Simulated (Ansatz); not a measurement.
We consider 1T (CdI2-type) SnSe2, described by r²SCAN (plane waves, PAW; Ansatz, a program for electronic structure).

Run with plane-wave cutoff 560 eV, 12×12×6 k mesh (along the axes of the cell as run), Fermi–Dirac smearing 0.01 eV, scalar-relativistic PAW data made under PBE.

Cell (measured lattice):

```xyz
3
Lattice="3.8110 0.0000 0.0000 -1.9055 3.3004 0.0000 0.0000 0.0000 6.1400" Properties=species:S:1:pos:R:3 pbc="T T T"
Sn     0.0000     0.0000     0.0000
Se     0.0000     2.2003     1.5883
Se     1.9055     1.1001     4.5517
```

Task: What does this level give for the band gap, smallest direct gap on the k points sampled and direct gap at Γ?

Result: 
* **band gap**: 0.81 eV
* **smallest direct gap on the k points sampled**: 1.49 eV
* **direct gap at Γ**: 1.53 eV

Measured, for comparison: band gap 0.98 eV (temperature not stated, no zero-point or thermal correction, indirect, our sources range from 0.98 to 1.06; as tabulated in Gonzalez and Oleynik (2016), arXiv:1609.04381).

Note: cell and atoms aren't relaxed at this level (largest force component 0.15 eV/Å, pressure 1.3 GPa).

Spin–orbit coupling is not included.

Computed values are for the static lattice.

Computing time: roughly 70 core-seconds.
